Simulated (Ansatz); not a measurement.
**AlPH4+ (doublet): the correlation ladder, cc-pVDZ**

The task here is to estimate one member of a computed series from the others.

Method: cc-pVDZ, core rule «outside noble gas», up to 10 orbitals frozen; program: Ansatz 0.2.0, Gaussian basis.

Plan: UHF; CCSD(T) on ROHF; CCSD(T) on UHF; BCCD(T) on ROHF; CISD as a restricted active space (open shells left free, so some higher excitations enter); CCSDT(Q) on ROHF; CCSDT(Q) on UHF.

21 further runs of the same task are left out: 1 for a known fault of the program, 7 that didn't finish, 13 set aside as unsound or not needed. Runs told in other sessions of the task aren't counted.

**The system**

The geometry is a PBE0/def2-TZVP stationary point (not a proven minimum) of the parent state, kept for this charge and spin.

6 atoms, charge 1, spin multiplicity 2.

Atoms are counted from 1 here; the program's logs count them from 0.

Bond lengths: Al1–P2 2.445 Å, Al1–H3 1.666 Å, Al1–H4 1.595 Å, P2–H5 1.414 Å, P2–H6 1.417 Å. Angles: P2–Al1–H3 66.0°, P2–Al1–H4 109.9°, H3–Al1–H4 114.4°, Al1–P2–H5 105.2°, Al1–P2–H6 111.3°, H5–P2–H6 96.4°.

The first run:

in.yaml

```yaml
crystal:
  periodic: [false, false, false]
  atoms:
    - {symbol: Al, position_ang: [0.035572, -0.099368, 1.314200]}
    - {symbol: P, position_ang: [0.056378, 0.101792, -1.121922]}
    - {symbol: H, position_ang: [-1.211925, -0.903411, 0.557786]}
    - {symbol: H, position_ang: [-0.379300, 1.294008, 1.970397]}
    - {symbol: H, position_ang: [0.147375, -1.224328, -1.603666]}
    - {symbol: H, position_ang: [-1.240858, 0.365653, -1.627923]}
basis:
  gaussian: {orbitals: cc-pVDZ}
total_charge: 1
magnetization: {spin_polarized: true, initial_magnetization: 1}
hamiltonian: {xc: hf}
output: {orbitals: {seedname: orbitals}}
```

On the command line:

```console
ansatz run in.yaml --threads 1 --pin off --events-out ev --progress --plain --max-ram 2393MiB
```

Among the steps run: UHF; CCSD(T) on ROHF; CCSD(T) on UHF; BCCD(T) on ROHF; CISD as a restricted active space (open shells left free, so some higher excitations enter); CCSDT(Q) on ROHF; CCSDT(Q) on UHF.

One table of the session follows, with a row left open; its other results are not shown here.

```
   method  from UCCSDT(Q) (meV)
     ROHF               +6125.8
      UHF               +6010.8
     RMP2               +1364.2
     UMP2               +1364.8
     CISD                +704.8
    RCCSD                +197.2
    UCCSD                +194.1
 RCCSD(T)                 +42.3
 UCCSD(T)                 +42.3
  BCCD(T)                 +41.9
   RCCSDT                     ?
   UCCSDT                  +7.3
RCCSDT(Q)                  +0.7
UCCSDT(Q)                     0
```

Estimate the missing values for RCCSDT.

**Answer.** from UCCSDT(Q) (meV): +7.7. In the column «from UCCSDT(Q) (meV)» it lies between UCCSDT (+7.3) and BCCD(T) (+41.9).

Limits of these values: Restricted and unrestricted rows rest on different reference determinants; a gap between their highest levels can come from leftover correlation error, from unlike frozen cores or from another state.
